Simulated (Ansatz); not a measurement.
ozone (O3), SMILES O=[O+][O-].

Geometry optimised at PBE0-D3(BJ)/def2-TZVP. The molecule may have multireference character, which single-reference levels describe poorly.

Two levels are set side by side: PBE/def2-TZVPD (Ansatz, a first-principles code) and CAM-B3LYP/def2-TZVPD (Ansatz). Energy differences of separate SCF runs at the same geometry. Differences are taken from unrounded values.

```json
[
 {"quantity": "vertical singlet–triplet gap (eV)", "PBE": "1.54"}
]
```

These are the PBE values. What does CAM-B3LYP give? (Estimate from the structure and the level; the computed values follow.)


| quantity | CAM-B3LYP | PBE minus CAM-B3LYP |
|---|---|---|
| vertical singlet–triplet gap (eV) | 1.24 | 0.30 |
